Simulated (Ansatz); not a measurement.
**O2F (SMILES [O]OF) at 6 levels**

Aim: a comparison of 6 runs (U-r2SCAN/STO-3G, U-revPBE/STO-3G, UBHLYP/STO-3G, UBLYP/STO-3G, UCCSDT/STO-3G, UCCSD(T)/STO-3G) of O2F. 

The calculation is run with Ansatz 0.2.0.

### 1 The structure to begin with

O2F has 3 atoms, charge 0, and is taken as a doublet. SMILES: `[O]OF`. The O2–O1 distance was set to 2.387 Å, away from the relaxed value. At this shape the atoms don't form one bonded unit as the SMILES string has it.

A long bond or contact: O2–F3 1.563 Å.

### 2 A single-point energy at U-r2SCAN/STO-3G (run 1)

Input file run.yaml:

```yaml
crystal:
  periodic: [false, false, false]
  atoms:
    - {symbol: O, position_ang: [1.774817, -1.072087, 0.861134]}
    - {symbol: O, position_ang: [0.124690, 0.486900, 0.122000]}
    - {symbol: F, position_ang: [-1.074440, -0.194290, -0.613560]}
basis:
  gaussian: {orbitals: STO-3G}
magnetization: {spin_polarized: true, initial_magnetization: 1}
hamiltonian: {xc: {name: r2SCAN}}
accuracy: high
```

Launch:

```sh
$ ansatz run run.yaml --threads 1 --pin off --max-ram 2610MiB --events-out events.jsonl --progress --plain --runs-dir runs
```

Output:

```text
Warning: RAYON_NUM_THREADS=1 ignored (pool sized by the plan → 1); use --threads N
Functional definition: r2SCAN
  name "r2SCAN"
  parameter k0 = 0.174
  parameter k1 = 0.065
  parameter a1 = 4.9479
  exchange = r2scan_x(k0 = k0, k1 = k1, a1 = a1)
  correlation = r2scan_c
236 factors; integrals over basis functions are off by at most 4.9e-8 eV
mean field evaluation 1: about -6673.2922 eV, gradient 4.9e1 eV
mean field evaluation 2: about -6572.6746 eV, gradient 8.7e0 eV
mean field evaluation 4: about -6637.6758 eV, gradient 4.2e1 eV
mean field evaluation 8: about -6703.2445 eV, gradient 2.7e0 eV
mean field evaluation 16: about -6704.8787 eV, gradient 1.0e-3 eV
mean field evaluation 32: about -6704.8789 eV, gradient 9.5e-3 eV
mean field evaluation 64: about -6704.4177 eV, gradient 6.8e0 eV
mean field evaluation 96: about -6704.8799 eV, gradient 2.1e-1 eV
mean field -6704.87887201 eV, -246.3997538163 hartree, gradient 1.3e-8 eV, S^2 1.686148; 9 other end points of the search recorded, 0 dependent functions left out
reference -6704.87887216 eV, -246.3997538218 hartree; 13, 12 occupied and 2, 3 virtual orbitals, 236 factors
Total energy: -6704.87887216 eV, -246.3997538218 hartree
```

It took 29 s on 1 thread of Arm Neoverse V2, shared host; peak memory 0.17 GiB.

### 3 A single-point energy at U-revPBE/STO-3G (run 2)

Input file in.yaml:

```yaml
crystal:
  periodic: [false, false, false]
  atoms:
    - {symbol: O, position_ang: [1.774817, -1.072087, 0.861134]}
    - {symbol: O, position_ang: [0.124690, 0.486900, 0.122000]}
    - {symbol: F, position_ang: [-1.074440, -0.194290, -0.613560]}
basis:
  gaussian:
    orbitals: STO-3G
magnetization:
  spin_polarized: true
  initial_magnetization: 1
hamiltonian:
  xc: {name: revPBE}
accuracy: high
```

Launch:

```sh
$ ansatz run in.yaml --threads 1 --pin off --max-ram 2610MiB --events-out events.jsonl --progress --plain --runs-dir runs
```

Output, cut to the lines that bear on the results:

```text
Warning: RAYON_NUM_THREADS=1 ignored (pool sized by the plan → 1); use --threads N
Functional definition: revPBE
  name "revPBE"
[...]
236 factors; integrals over basis functions are off by at most 4.9e-8 eV
[...]
mean field -6705.35651705 eV, -246.4173069476 hartree, gradient 2.4e-8 eV, S^2 1.656644; 23 other end points of the search recorded, 0 dependent functions left out
reference -6705.35651796 eV, -246.4173069812 hartree; 13, 12 occupied and 2, 3 virtual orbitals, 236 factors
Total energy: -6705.35651796 eV, -246.4173069812 hartree
```

Run time: 22 s. Hardware: 1 thread of Arm Neoverse V2, shared host; peak memory 0.1 GiB.

Runs 3 to 5 aren't shown in full; the table further down has their settings and results.

### 4 The energy at UCCSD(T)/STO-3G (run 6)

Edit in.yaml of step 3 so:

```diff
@@ -12,4 +12,7 @@
   initial_magnetization: 1
-hamiltonian:
-  xc: {name: revPBE}
+correlation:
+  method: ccsd_t
+  frozen_orbitals: {F: 1, O: 1}
 accuracy: high
+scf:
+  omitted_lower_state_checks: [cluster_reference, increment]
```

Launch:

```sh
$ ansatz run in.yaml --threads 1 --pin off --max-ram 2610MiB --events-out events.jsonl --progress --plain --runs-dir runs
```

Output:

```text
Warning: RAYON_NUM_THREADS=1 ignored (pool sized by the plan → 1); use --threads N
[... 25 lines left out ...]
3 core orbitals not correlated: weight in the atoms' cores, before any rotation towards them, 1.000 or more for the frozen orbitals, at most 0.000 for the correlated occupied ones
[... 218 lines left out ...]
Total energy: -6684.61037130 eV, -245.6549001536 hartree
Checks for a lower state left out: cluster_reference, increment
```

It took 1.3 s on 1 thread of Arm Neoverse V2, shared host.

### 5 All runs side by side

| run | level | frozen core orbitals | energy (Eh) | ⟨S²⟩ | wall time |
| --- | --- | --- | --- | --- | --- |
| 1 | U-r2SCAN/STO-3G | – | -246.399754 | 1.686 | 29 s |
| 2 | U-revPBE/STO-3G | – | -246.417307 | 1.657 | 22 s |
| 3 | UBHLYP/STO-3G | – | -246.407620 | 1.869 | 5.1 s |
| 4 | UBLYP/STO-3G | – | -246.399967 | 1.647 | 31 s |
| 5 | UCCSDT/STO-3G | 3 | -245.655408 | 2.307 | 2.1 s |
| 6 | UCCSD(T)/STO-3G | 3 | -245.654900 | 2.307 | 1.3 s |

### 6 Summary of results

| quantity | value |
| --- | --- |
| run 6: total energy | -245.65490 Eh |
| run 6: correlation energy (3 core orbitals frozen) | -60.2 mEh |
| run 6: (T) correction | -0.27 mEh |
| run 6: ⟨S²⟩ of the reference determinant | 2.307 |
| run 6: T1 diagnostic | 0.059 |

In words: Totals of different functionals can't be ranked against each other. In runs 5, 6 the T1 diagnostic is large, so a single reference may not serve. In runs 1, 2, 3, 4, 5, 6 the basis is minimal, so dipoles, gaps and forces are rough. Spin contamination of the reference: run 5 ⟨S²⟩ = 2.31, run 6 ⟨S²⟩ = 2.31, run 3 ⟨S²⟩ = 1.87, run 1 ⟨S²⟩ = 1.69, run 2 ⟨S²⟩ = 1.66, run 4 ⟨S²⟩ = 1.65. Values this far off mean a mixture of spin states, so those rows aren't the state named. All runs together took 90 s, the longest 31 s.
